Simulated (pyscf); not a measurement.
Optimised with ωB97X-D3(BJ)/def2-SVP in PySCF.

Question: For `[Cl][Sn]([Cl])([Cl])[Cl]` + `[SH2]` -> `[ClH]` + `[SH][Sn]([Cl])([Cl])[Cl]`, a four-centre exchange (singlet surface; Cl–Sn, H–S broken, Cl–H, S–Sn formed), PBE/def2-TZVP gives ΔE‡ = 13.7 kcal/mol and ΔE = +3.9 kcal/mol (zero: the separated reactants). In which direction and how far do r²SCAN/def2-TZVP, PBE0-D3(BJ)/def2-TZVP, ωB97M-D3(BJ)/def2-TZVP move these?

Answer: r²SCAN: ΔE‡ = 14.4 kcal/mol, ΔE = +4.4 kcal/mol; PBE0-D3(BJ): ΔE‡ = 14.5 kcal/mol, ΔE = +3.6 kcal/mol; ωB97M-D3(BJ): ΔE‡ = 21.1 kcal/mol, ΔE = +4.5 kcal/mol. PBE's barrier lies under all of them, by 0.7 to 7.4 kcal/mol. Its reaction energy lies among theirs. On the reactant side the descent ends in an adduct with a S–Sn contact, 6.6 kcal/mol under the separated species and 23.0 kcal/mol under the saddle at ωB97X-D3(BJ)/def2-TZVP. On the product side the descent ends in a complex (not fully relaxed), 4.7 kcal/mol under the separated species and 17.6 kcal/mol under the saddle at ωB97X-D3(BJ)/def2-TZVP. What is counted as formed (S–Sn) is already present as a longer contact in the reactant adduct; forming that adduct is a step of its own. At ωB97X-D3(BJ) the barrier from the zero used here is 16.4 kcal/mol. This is the saddle that the search found; another between the same sides may lie lower. Elements past Kr carry the def2 core potentials, without spin-orbit coupling.
